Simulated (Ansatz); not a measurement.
Species: BF3, SMILES `FB(F)F` (charge 0, multiplicity 1).

Give a relaxed geometry from B3LYP-D3(BJ)/def2-TZVP in Ansatz (an electronic-structure program).

the end point of this relaxation (outside a Z-matrix the atoms follow the SMILES, hydrogens last).
Z-matrix (Å, degrees):
```
B
F 1 1.3157
F 1 1.3157 2 120.00
F 1 1.3158 2 120.00 3 180.00
```
